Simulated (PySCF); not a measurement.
PN at PBE0

Level: PBE0. PySCF, no relativity, basis sets P def2-TZVP, N def2-TZVP.

```
state                                          : triplet, unpaired electrons π ↑↑, a mixture of terms (⟨Lz²⟩ = 2.0), a second solution, started from another occupation
bond length                                    : 0.1627 nm
harmonic wavenumber                            : 1029 cm⁻¹
force constant                                 : 6.02 mdyn/Å
rotational constant Be                         : 0.6605 cm⁻¹
anharmonicity ωexe                             : 9.16 cm⁻¹
vibration–rotation constant αe                 : 0.00549 cm⁻¹
energy of the minimum from ground-state P + N  : -2.82 eV
bond order (Mayer)                             : 1.91
dipole moment (positive dipole means P(−)N(+)) : -1.78 D
```
